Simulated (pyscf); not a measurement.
Single points on ωB97X-D3(BJ)/def2-SVP structures (PySCF, gas phase). MP2 and CC: frozen core, UHF for open shells. ΔMP2 is the change of the MP2 total energy from the triple- to the quadruple-zeta basis.

Question: Estimate the classical barrier height and the reaction energy of HC⁺=C=CH₂ (SMILES [CH+]=C=C) + H₂O (SMILES O) -> HC≡C–CH₂⁺ (SMILES C#C[CH2+]) + H₂O (SMILES O) at CCSD(T)/def2-TZVPP + ΔMP2(QZVPP). The step runs on the singlet surface, breaks C–H, H–O and forms C–H, H–O; take the separated reactants as zero.

Answer: ΔE‡ = 108.4 kJ/mol, ΔE = 0.0 kJ/mol. Zero-point energy shifts the barrier by +4.2 kJ/mol. It is a concerted two-bond exchange, with an imaginary mode of 376i cm⁻¹. On the reactant side the descent ends in a bound adduct, 61.0 kJ/mol under the separated species and 164.5 kJ/mol under the saddle at ωB97X-D3(BJ)/def2-TZVP. On the product side the descent ends in a bound adduct, 61.0 kJ/mol under the separated species and 164.5 kJ/mol under the saddle at ωB97X-D3(BJ)/def2-TZVP. HC⁺=C=CH₂ lies 135.8 kJ/mol over its isomer cyclic C₃H₃+ (SMILES c1c[cH+]1) (electronic energy, ωB97M-D3(BJ)). HC≡C–CH₂⁺ lies 135.8 kJ/mol over its isomer cyclic C₃H₃+ (SMILES c1c[cH+]1) (electronic energy, ωB97M-D3(BJ)). One saddle was located; it need not be the lowest between these sides. The CCSD(T) − MP2 part came from Ansatz, without density fitting, on the same reference.
